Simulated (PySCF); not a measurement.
**Electric field gradients and quadrupole coupling constants**

C3H10NP.
Structure used (PBE0-D3(BJ)/def2-TZVP), in Å, numbered top down from 1:
```xyz
15
C3H10NP angstrom
C     -0.8412    0.9101   -1.1912
P     -0.2202    0.1900    0.3367
C     -0.4017   -1.6070    0.1086
C      1.5846    0.4126    0.2527
N     -0.9841    0.8576    1.5183
H     -0.3606    0.4704   -2.0663
H     -0.6568    1.9847   -1.1707
H     -1.9180    0.7452   -1.2393
H     -0.0014   -2.1194    0.9860
H      0.1218   -1.9661   -0.7803
H     -1.4639   -1.8429    0.0271
H      2.0110    0.0040   -0.6662
H      1.8069    1.4791    0.3164
H      2.0459   -0.0849    1.1086
H     -0.7460    0.5467    2.4505
```

Field gradients from the PBE0/pcSseg-2 density (PySCF, non-relativistic), principal values in atomic units, ordered |Vxx| ≤ |Vyy| ≤ |Vzz|:

```
atom      Vxx      Vyy     Vzz
  N5  -0.0757  -0.5416  0.6174
```

Problem. Find the asymmetry η = (Vxx − Vyy)/Vzz and the couplings χ = eQV/h (234.96 MHz × Q in barn × V in au), with Q(14N) = 0.02044 b.

Solution. 
```
atom                 environment  nucleus     η  χzz (MHz)  χxx (MHz)  χyy (MHz)
  N5  nitrogen bonded to P and H      14N  0.75      2.965     -0.364     -2.601
```

The tensor is traceless: Vxx + Vyy + Vzz = 0.

Problem. What is Vzz at N5 in SI units (1 au = 9.71736 × 10²¹ V/m²)?

Solution. 0.6174 au = 5.999 × 10²¹ V/m².

Problem. What couplings would deuterons (Q(2H) = 0.00286 b) have in place of the hydrogens, at this geometry?

Solution. 
| atom | bonded to | bond length (Å) | Vzz (au) | η | χzz (kHz) |
| --- | --- | --- | --- | --- | --- |
| H6 | C1 | 1.091 | 0.2895 | 0.01 | 195 |
| H7 | C1 | 1.090 | 0.2883 | 0.01 | 194 |
| H8 | C1 | 1.090 | 0.2882 | 0.01 | 194 |
| H9 | C3 | 1.092 | 0.2879 | 0.00 | 194 |
| H10 | C3 | 1.092 | 0.2878 | 0.00 | 193 |
| H11 | C3 | 1.091 | 0.2876 | 0.00 | 193 |
| H12 | C4 | 1.092 | 0.2880 | 0.00 | 194 |
| H13 | C4 | 1.091 | 0.2872 | 0.00 | 193 |
| H14 | C4 | 1.092 | 0.2877 | 0.00 | 193 |
| H15 | N5 | 1.011 | 0.4144 | 0.05 | 278 |

Isolated species at its PBE0-D3(BJ)/def2-TZVP geometry, gas phase.
